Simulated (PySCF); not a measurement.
A search over the determinants of BC

Unrestricted PBE0; PySCF, no relativity, basis sets B aug-cc-pVDZ, C aug-cc-pVDZ. Outer shells of the fragments: B 2s2 2p1; C 2s2 2p2.

Followed along the bond (rough minima from three points):

```json
{"2Ms+1": "4", "unpaired": "σ ↑, π ↑↑", "⟨S²⟩ at the start": "3.75", "R at minimum (Å)": "1.49", "Te (eV)": "0.00"}
{"2Ms+1": "2", "unpaired": "σ ↓, π ↑↑", "⟨S²⟩ at the start": "1.77", "R at minimum (Å)": "1.50", "Te (eV)": "0.37"}
{"2Ms+1": "2", "unpaired": "σ ↑, π ↑↓", "⟨S²⟩ at the start": "1.76", "R at minimum (Å)": "1.50", "Te (eV)": "0.50"}
{"2Ms+1": "2", "unpaired": "π ↑", "⟨S²⟩ at the start": "1.55", "R at minimum (Å)": "1.40", "Te (eV)": "0.70"}
{"2Ms+1": "2", "unpaired": "σ ↑", "⟨S²⟩ at the start": "0.76", "R at minimum (Å)": "1.51", "Te (eV)": "1.50"}
```

Solutions found at the starting distance of 1.525 Å, counted from the lowest of them; the search is not exhaustive and high or unbound solutions are not listed, so other states can lie among these:

```tsv
2Ms+1	unpaired	term	E (eV)	⟨S²⟩	⟨Lz²⟩	μ (D)
4	σ ↑, π ↑↑	⁴Σ⁻	0.00	3.75	0.00	-1.40
2	σ ↓, π ↑↑	mixed	0.36	1.77	0.00	-1.34
2	σ ↑, π ↑↓	mixed	0.49	1.76	2.01	-1.35
2	π ↑	mixed	0.97	1.55	1.00	-1.06
2	σ ↑	mixed	1.49	0.76	2.00	-1.37
4	σ ↑↑, π ↑	⁴Π	1.61	3.76	1.01	-0.81
2	π ↑	²Π	2.26	0.75	1.00	1.14
4	π ↑↑↑	⁴Π	4.41	3.78	1.00	-0.90
```

A term symbol is given only where ⟨S²⟩ and ⟨Lz²⟩ are close to those of a pure state; real π, δ and φ orbitals otherwise mix terms. A positive dipole means B(−)C(+).
